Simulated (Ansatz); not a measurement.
C$_{5}$H$_{12}$O, SMILES `CC(C)C(C)O` from Hartree–Fock to CCSD(T)

```xyz
18

C     0.197    0.101   -1.692
C     0.603    0.216   -0.229
C     1.066    1.631    0.086
C    -0.524   -0.205    0.707
C    -1.030   -1.614    0.460
O    -0.022   -0.087    2.030
H     0.995    0.477   -2.337
H    -0.697    0.699   -1.896
H    -0.010   -0.928   -1.990
H     1.437   -0.472   -0.039
H     1.366    1.727    1.129
H     0.261    2.349   -0.103
H     1.912    1.910   -0.547
H    -1.358    0.504    0.566
H    -1.777   -1.887    1.213
H    -1.507   -1.709   -0.517
H    -0.208   -2.331    0.522
H    -0.704   -0.383    2.638
```

The species carries charge 0 and has multiplicity 1. The structure was optimised at the PBE0-D4/def2-TZVP level. It is one conformer, not always the lowest. Frozen core, restricted reference, the Gaussian-basis code of Ansatz. CBS rows extrapolate triple and quadruple zeta; past MP2 they add the triple-zeta difference.

```tsv
basis	HF (Eh)	MP2 corr.
def2-SVP	-270.99086	-0.91451
def2-TZVPP	-271.29675	-1.12797
def2-QZVPP	-271.30964	-1.20261
```

Q: Estimate the CCSD correlation energy and the (T) correction in each basis where they were run (hartree).

A: 
```tsv
basis	CCSD corr.	(T)
def2-SVP	-0.98807	-0.02789
def2-TZVPP	-1.18600	-0.04558
CBS(def2)	-1.31592	as TZ
```
